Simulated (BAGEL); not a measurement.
**CH5BS (SMILES BSC) at RI-MP2/def2-SVPD (density fitting with qzvpp-jkfit)**

What is the energy change on altering one bond length of CH5BS at RI-MP2/def2-SVPD (density fitting with qzvpp-jkfit)? 

Program for the calculation: BAGEL 1.2.2.

### Step 1. Starting point

The species is CH5BS (8 atoms), meant as a singlet with charge 0. As SMILES, `BSC`. The coordinates come from a PBE0-D4/def2-TZVP relaxation.

Bond lengths: B1–S2 1.749 Å, S2–C3 1.809 Å, B1–H4 1.194 Å, B1–H5 1.193 Å, C3–H6 1.090 Å, C3–H7 1.090 Å, C3–H8 1.088 Å. Angles: B1–S2–C3 105.8°, S2–B1–H4 121.2°, S2–B1–H5 115.9°, S2–C3–H6 109.1°, S2–C3–H7 109.0°, S2–C3–H8 109.9°, H4–B1–H5 123.0°, H6–C3–H7 109.0°, H6–C3–H8 109.9°, H7–C3–H8 109.9°.

### Step 2. The energy at RI-MP2/def2-SVPD (density fitting with qzvpp-jkfit)

Input file job.json:

```json
{ "bagel" : [

{
  "title" : "molecule",
  "basis" : "def2-svpd.json",
  "df_basis" : "qzvpp-jkfit",
  "angstrom" : true,
  "geometry" : [
    { "atom" : "B", "xyz" : [      -0.869900,       0.955400,      -0.908000 ] },
    { "atom" : "S", "xyz" : [       0.707800,       0.854100,      -0.159000 ] },
    { "atom" : "C", "xyz" : [       0.741400,      -0.735700,       0.702900 ] },
    { "atom" : "H", "xyz" : [      -1.667800,       0.075300,      -0.790300 ] },
    { "atom" : "H", "xyz" : [      -1.086100,       1.947800,      -1.532900 ] },
    { "atom" : "H", "xyz" : [       0.910600,      -0.561000,       1.765100 ] },
    { "atom" : "H", "xyz" : [       1.559600,      -1.337000,       0.307300 ] },
    { "atom" : "H", "xyz" : [      -0.203500,      -1.256000,       0.559200 ] }
  ]
},

{
  "title" : "hf"
},

{
  "title" : "mp2",
  "ncore" : 7
}

]}
```

The basis set def2-SVPD is read from a file made from the Basis Set Exchange's data (not shown).

Command:

```sh
$ BAGEL_NUM_THREADS=1 BAGEL job.json > job.out
```

Log:

```text
* using 1 threads per process

  ===============================================================
  ===============================================================

  *** Geometry ***

  { "atom" : "B", "xyz" : [     -1.643873,      1.805444,     -1.715871 ] },
  { "atom" : "S", "xyz" : [      1.337548,      1.614015,     -0.300466 ] },
  { "atom" : "C", "xyz" : [      1.401043,     -1.390272,      1.328288 ] },
  { "atom" : "H", "xyz" : [     -3.151685,      0.142296,     -1.493451 ] },
  { "atom" : "H", "xyz" : [     -2.052432,      3.680809,     -2.896761 ] },
  { "atom" : "H", "xyz" : [      1.720785,     -1.060136,      3.335556 ] },
  { "atom" : "H", "xyz" : [      2.947217,     -2.526564,      0.580713 ] },
  { "atom" : "H", "xyz" : [     -0.384559,     -2.373496,      1.056735 ] },

  Number of auxiliary basis functions:      368

  Since a DF basis is specified, we compute 2- and 3-index integrals:
    o Being stored without compression. Storage requirement is 0.034 GB

  Number of basis functions:      107
  Number of electrons      :       32

    * METHOD: MOLECULE                             0.14

  *** RHF ***

  === Nuclear Repulsion ===
    94.6542449087

      * DIIS with orbital gradients will be used.

  === RHF iteration (def2-svpd.json) ===
      0       -462.74406433          0.01123301           0.05
      1       -462.82598435          0.00456312           0.05
      2       -462.83515863          0.00134515           0.05
      3       -462.83641245          0.00026078           0.05
      4       -462.83646214          0.00008394           0.05
      5       -462.83647011          0.00002762           0.05
      6       -462.83647128          0.00001016           0.05
      7       -462.83647144          0.00000327           0.05
      8       -462.83647146          0.00000078           0.05
      9       -462.83647146          0.00000023           0.05
     10       -462.83647146          0.00000007           0.05
     11       -462.83647146          0.00000003           0.05
     12       -462.83647146          0.00000001           0.05
    * SCF iteration converged.

    * Permanent dipole moment:
           (    0.025977,     0.595821,    -0.306208) a.u.

    * METHOD: HF                                   0.79

  *** RHF ***

  === Nuclear Repulsion ===
    94.6542449087

      * DIIS with orbital gradients will be used.

  === RHF iteration (def2-svpd.json) ===
      0       -462.83647146          0.00000000           0.05
    * SCF iteration converged.

    * Permanent dipole moment:
           (    0.025977,     0.595821,    -0.306208) a.u.

  === DF-MP2 calculation ===

    * freezing 7 orbitals
    * 3-index integral transformation done
    * assembly done

      MP2 correlation energy:   -0.3846914455      0.04

      MP2 total energy:       -463.2211629044

    * METHOD: MP2                                  0.15

  ===============================================================
```

Wall time 1.2 s (1 thread of Arm Neoverse V2, shared host); peak memory 0.11 GiB.

### Step 3. The distorted shape, same level

Input file calc.json:

```json
{ "bagel" : [

{
  "title" : "molecule",
  "basis" : "def2-svpd.json",
  "df_basis" : "qzvpp-jkfit",
  "angstrom" : true,
  "geometry" : [
    { "atom" : "B", "xyz" : [      -0.696946,       0.161508,      -0.408097 ] },
    { "atom" : "S", "xyz" : [       0.880754,       0.060208,       0.340903 ] },
    { "atom" : "C", "xyz" : [       0.914354,      -1.529592,       1.202803 ] },
    { "atom" : "H", "xyz" : [      -1.494846,      -0.718592,      -0.290397 ] },
    { "atom" : "H", "xyz" : [      -1.086100,       1.947800,      -1.532900 ] },
    { "atom" : "H", "xyz" : [       1.083554,      -1.354892,       2.265003 ] },
    { "atom" : "H", "xyz" : [       1.732554,      -2.130892,       0.807203 ] },
    { "atom" : "H", "xyz" : [      -0.030546,      -2.049892,       1.059103 ] }
  ]
},

{
  "title" : "hf",
  "charge" : 0
},

{
  "title" : "mp2",
  "charge" : 0,
  "ncore" : 7
}

]}
```

The basis set def2-SVPD is read from a file made from the Basis Set Exchange's data (not shown).

Command:

```sh
$ BAGEL_NUM_THREADS=1 BAGEL calc.json > calc.out
```

Log:

```text
* using 1 threads per process

  ===============================================================
  ===============================================================

  *** Geometry ***

  { "atom" : "B", "xyz" : [     -1.317037,      0.305206,     -0.771192 ] },
  { "atom" : "S", "xyz" : [      1.664384,      0.113777,      0.644213 ] },
  { "atom" : "C", "xyz" : [      1.727879,     -2.890510,      2.272968 ] },
  { "atom" : "H", "xyz" : [     -2.824850,     -1.357942,     -0.548771 ] },
  { "atom" : "H", "xyz" : [     -2.052432,      3.680809,     -2.896761 ] },
  { "atom" : "H", "xyz" : [      2.047620,     -2.560375,      4.280235 ] },
  { "atom" : "H", "xyz" : [      3.274053,     -4.026802,      1.525393 ] },
  { "atom" : "H", "xyz" : [     -0.057724,     -3.873734,      2.001415 ] },

  Number of auxiliary basis functions:      368

  Since a DF basis is specified, we compute 2- and 3-index integrals:
    o Being stored without compression. Storage requirement is 0.034 GB

  Number of basis functions:      107
  Number of electrons      :       32

    * METHOD: MOLECULE                             0.14

  *** RHF ***

  === Nuclear Repulsion ===
    92.5658630248

      * DIIS with orbital gradients will be used.

  === RHF iteration (def2-svpd.json) ===
      0       -462.60993067          0.01107635           0.05
      1       -462.69439375          0.00513321           0.05
      2       -462.70629946          0.00142736           0.05
      3       -462.70799718          0.00025954           0.05
      4       -462.70804912          0.00007909           0.05
      5       -462.70805530          0.00002354           0.05
      6       -462.70805600          0.00000897           0.05
      7       -462.70805612          0.00000313           0.05
      8       -462.70805614          0.00000100           0.05
      9       -462.70805614          0.00000034           0.05
     10       -462.70805614          0.00000013           0.05
     11       -462.70805614          0.00000005           0.05
     12       -462.70805614          0.00000001           0.05
     13       -462.70805614          0.00000001           0.05
    * SCF iteration converged.

    * Permanent dipole moment:
           (   -0.284872,     1.265650,    -0.800424) a.u.

    * METHOD: HF                                   0.84

  *** RHF ***

  === Nuclear Repulsion ===
    92.5658630248

      * DIIS with orbital gradients will be used.

  === RHF iteration (def2-svpd.json) ===
      0       -462.70805614          0.00000000           0.05
    * SCF iteration converged.

    * Permanent dipole moment:
           (   -0.284871,     1.265651,    -0.800424) a.u.

  === DF-MP2 calculation ===

    * freezing 7 orbitals
    * 3-index integral transformation done
    * assembly done

      MP2 correlation energy:   -0.3935397624      0.04

      MP2 total energy:       -463.1015959024

    * METHOD: MP2                                  0.14

  ===============================================================
```

Wall time 1.3 s (1 thread of Arm Neoverse V2, shared host); peak memory 0.11 GiB.

### Step 4. Summary of results

Level: RI-MP2/def2-SVPD (density fitting with qzvpp-jkfit), 7 core orbitals frozen.

| quantity | value |
| --- | --- |
| first shape: total energy | -463.22116 Eh |
| first shape: correlation energy (7 core orbitals frozen) | -384.7 mEh |
| distorted shape: total energy | -463.10160 Eh |
| distorted shape: correlation energy (7 core orbitals frozen) | -393.5 mEh |
| energy change with the B1–H5 bond stretched from 1.193 to 2.146 Å | 3.254 eV |

One bond (distorted shape) is far stretched, which a spin-restricted single reference describes badly; perturbation theory on it can break down and give far too much correlation. With the B1–H5 bond stretched from 1.193 to 2.146 Å the energy rises by 3.25 eV (75 kcal/mol). The first shape isn't relaxed at this level, so the change isn't measured from a minimum. A restricted reference can't describe the breaking bond well at this length.
